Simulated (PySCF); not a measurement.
formamide cation (CH3NO), SMILES NC=O (connectivity only; charge and spin as stated), charge +1, multiplicity 2.

Geometry: TPSSh-D3(BJ)/def2-TZVP. The multiplicity is an assumed one; other spin states were not compared. Other conformers were not sampled.

The numbers are results of TDA-ωB97X/def2-SVPD (PySCF), not measurements.

Vertical excitations. Gas-phase values at a fixed geometry.

Computed UV-visible absorptions:
```json
[
 {"state": "root 1", "energy (eV)": "1.06", "λ (nm)": "1169", "f": "0.000", "main pairs": "β HOMO→LUMO 87 %"},
 {"state": "root 2", "energy (eV)": "4.53", "λ (nm)": "274", "f": "0.002", "main pairs": "β HOMO−1→LUMO 77 %, β HOMO−3→LUMO 19 %"},
 {"state": "root 3", "energy (eV)": "5.36", "λ (nm)": "231", "f": "0.000", "main pairs": "β HOMO−2→LUMO 86 %"},
 {"state": "root 4", "energy (eV)": "5.78", "λ (nm)": "215", "f": "0.001", "main pairs": "α HOMO→LUMO 46 %, β HOMO→LUMO+1 52 %"},
 {"state": "root 5", "energy (eV)": "7.51", "λ (nm)": "165", "f": "0.028", "main pairs": "α HOMO→LUMO 6 %, β HOMO−3→LUMO 67 %, β HOMO−1→LUMO 16 %"},
 {"state": "root 6", "energy (eV)": "8.47", "λ (nm)": "146", "f": "0.001", "main pairs": "α HOMO−1→LUMO 97 %"},
 {"state": "root 7", "energy (eV)": "8.89", "λ (nm)": "139", "f": "0.223", "main pairs": "α HOMO→LUMO 25 %, α HOMO−2→LUMO 12 %, β HOMO→LUMO+1 27 %, β HOMO−2→LUMO+1 13 %, β HOMO−3→LUMO 7 %, β HOMO−4→LUMO 6 %"},
 {"state": "root 8", "energy (eV)": "9.32", "λ (nm)": "133", "f": "0.075", "main pairs": "α HOMO−2→LUMO 33 %, α HOMO→LUMO 12 %, β HOMO−2→LUMO+1 39 %, β HOMO→LUMO+1 6 %"},
 {"state": "root 9", "energy (eV)": "9.96", "λ (nm)": "125", "f": "0.000", "main pairs": "α HOMO−3→LUMO 9 %, β HOMO−1→LUMO+1 87 %"},
 {"state": "root 10", "energy (eV)": "10.34", "λ (nm)": "120", "f": "0.173", "main pairs": "α HOMO→LUMO 6 %, β HOMO−4→LUMO 81 %"}
]
```
Unrestricted roots are not spin-pure.
